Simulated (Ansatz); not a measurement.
How well does each level of theory give the band gap of rock-salt AgCl?

Reference value: 3.25 eV (measured, 2 K, not corrected to a static lattice, resonant Raman scattering, indirect; as tabulated in Zhang, Jiang, Phys. Rev. B 100, 205123 (2019)).

**Question.** Which of these levels comes closest to the reference?
A. LDA+SOC (Ansatz, an electronic-structure program)
B. Hartree–Fock (Ansatz)
C. r²SCAN0 (Ansatz)
D. BLYP (Ansatz)

**Answer.** C, r²SCAN0 (Ansatz)

```csv
level (code),value (eV),cell (Å³/atom),difference (eV)
LDA+SOC (Ansatz),0.58 (indirect),21.37,-2.67
BLYP (Ansatz),0.97,21.37,-2.28
r²SCAN0 (Ansatz),3.49,21.37,+0.24
Hartree–Fock (Ansatz),10.38,21.37,+7.13
```

The best agreement in this table is that of r²SCAN0 (+0.24 eV). Hartree–Fock (+7.13 eV) misses by most. Of these only r²SCAN0 lands within 1 eV.

Semilocal Kohn–Sham gaps run low as a rule, and all computed values are for a static lattice, while measured ones hold electron–phonon shifts unless said otherwise. Spin–orbit coupling is included only where a level's name says +SOC; with heavier elements it mostly lowers gaps and can invert bands.  Values are at the measured cell. Cutoffs and k meshes differ between the levels. Ansatz's density-functional and Hartree–Fock values are scalar-relativistic unless marked +SOC, with PAW data made under PBE.

Differences are worked out from the printed values.
